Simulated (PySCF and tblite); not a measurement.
C₅H₉F, numbered as in [CH3:1][C@H:2]([F:3])[CH:4]1[CH2:5][CH2:6]1.

Conformers came from 90 starts (ETKDG and KDG, MMFF94s, GFN2-xTB); geometries are GFN2-xTB. Free energies are CAM-B3LYP-D3(BJ)/def2-TZVP (IEF-PCM, chloroform) single points with GFN2-xTB rigid-rotor and vibrational terms (modes under about 100 cm⁻¹ blended into free rotors). Symmetry numbers and mirror images are counted. Conformers within 2.5 kcal/mol (GFN2-xTB free energy) were kept, 3 at most. Couplings: B3LYP/6-31G* with pcJ-1 on H, F (gas phase; spin-dipole term only for pairs with B, N, F, Si or P). Couplings are for ¹⁹F, ¹H. H–H couplings come out 0.1 to 0.9 Hz lower than with pcJ-1 on all atoms. Of two unlike H on one atom, a is the less shielded (B3LYP/pcSseg-1 (IEF-PCM, chloroform)). Run with PySCF (density fitting) and tblite.

Torsions listed: F3–C2–C4–C5.

```csv
conformer,shape,weight %
1,84°,86.0
2,-38°,12.0
3,-179°,1.9
```

Dihedral angles along the coupling paths:

```tsv
coupling	conformer	dihedral (°)
³J(F3,H4)	1	-61
³J(F3,H4)	2	178
³J(F3,H4)	3	39
³J(H2,H4)	1	-176
³J(H2,H4)	2	62
³J(H2,H4)	3	-74
³J(H4,H5b)	1	144
³J(H4,H5b)	2	145
³J(H4,H5b)	3	145
³J(H4,H5a)	1	1
³J(H4,H5a)	2	1
³J(H4,H5a)	3	2
³J(H4,H6a)	1	-2
³J(H4,H6a)	2	-1
```

Task: What are these vicinal couplings in each conformer, and averaged?

Result: 
```
  coupling  conformer  dihedral (°)  J (Hz)  average (Hz)
 ³J(F3,H4)          1           -61     6.4           8.9
 ³J(F3,H4)          2           178    24.9           8.9
 ³J(F3,H4)          3            39    17.2           8.9
 ³J(H2,H4)          1          -176     8.7           7.7
 ³J(H2,H4)          2            62     1.4           7.7
 ³J(H2,H4)          3           -74     1.4           7.7
³J(H4,H5b)          1           144     4.3           4.4
³J(H4,H5b)          2           145     5.0           4.4
³J(H4,H5b)          3           145     5.5           4.4
³J(H4,H5a)          1             1     8.7           8.8
³J(H4,H5a)          2             1     9.4           8.8
³J(H4,H5a)          3             2    10.6           8.8
³J(H4,H6a)          1            -2     9.6           9.6
³J(H4,H6a)          2            -1     9.4           9.6
```

Computed couplings to fluorine can be off by tens of per cent at such levels.
